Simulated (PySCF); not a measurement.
Computed with PBE-D3(BJ)/def2-TZVP // PBE0-D4/def2-SVP (PySCF 2.14.0). Gas-phase values, no solvent. 

Reference species (SMILES): `N` (neutral, multiplicity 1).

dipole moment: 1.75 D
HOMO: -6.07 eV

Changed species: `S` (free base H2S; the reference has free base NH3).

Q: Give the shifts of the dipole moment and HOMO.

A: the dipole moment drops by 0.62 D, to 1.13 D; the HOMO falls by 0.12 eV, to -6.19 eV.
